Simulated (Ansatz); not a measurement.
# AlC₂+ (quintet): from Hartree-Fock to the top rungs, def2-TZVPP

An exercise on one series of results from a longer session: the logs are not shown, and one member is left open.

Program: Ansatz 0.2.0, Gaussian basis. Level of theory: def2-TZVPP, core rule «outside noble gas», up to 7 orbitals frozen. These are calculated values, not measurements.

The runs, in order: UHF; ROHF; CCSD(T) on UHF.

### What is computed

The geometry is a PBE0/def2-TZVP stationary point (not a proven minimum) of the parent state, kept for this charge and spin.

3 atoms, charge 1, spin multiplicity 5.

Atoms are counted from 1 here; the program's logs count them from 0.

Bond lengths: C1–Al2 1.931 Å, Al2–C3 1.931 Å. Angles: C1–Al2–C3 180.0°.

Set-up of the first run:

in.yaml

```yaml
crystal:
  periodic: [false, false, false]
  atoms:
    - {symbol: C, position_ang: [0.000000, 0.000000, 1.931400]}
    - {symbol: Al, position_ang: [0.000000, 0.000000, 0.000000]}
    - {symbol: C, position_ang: [0.000000, 0.000000, -1.931400]}
basis:
  gaussian: {orbitals: def2-TZVPP}
total_charge: 1
magnetization: {spin_polarized: true, initial_magnetization: 4}
hamiltonian: {xc: hf}
output: {orbitals: {seedname: orbitals}}
```

Command:

```
> ansatz run in.yaml --threads 1 --pin off --events-out ev --progress --plain --max-ram 4096MiB --backend cpu
```

Among the steps run: UHF; ROHF; CCSD(T) on UHF.

One table of the session follows, with a row left open; its other results are not shown here.

```
  method  from UCCSD(T) (kJ/mol)
    ROHF                  +690.4
     UHF                  +617.9
    UMP2                       ?
   UCCSD                   +31.0
UCCSD(T)                       0
```

**Question.** Estimate the row for UMP2.

**Answer.** from UCCSD(T) (kJ/mol): +148.1. In the column «from UCCSD(T) (kJ/mol)» it lies between UCCSD (+31.0) and UHF (+617.9).

The program flags UCCSD(T) as in doubt (see the logs), so the zero of the table is itself unsure.

To keep in mind: The determinant is far from a pure spin state, so its energy mixes those of several spin states (harmless only where they are near-degenerate, as at dissociation). The program flags UCCSD(T) as in doubt, so the zero of the table is itself unsure.
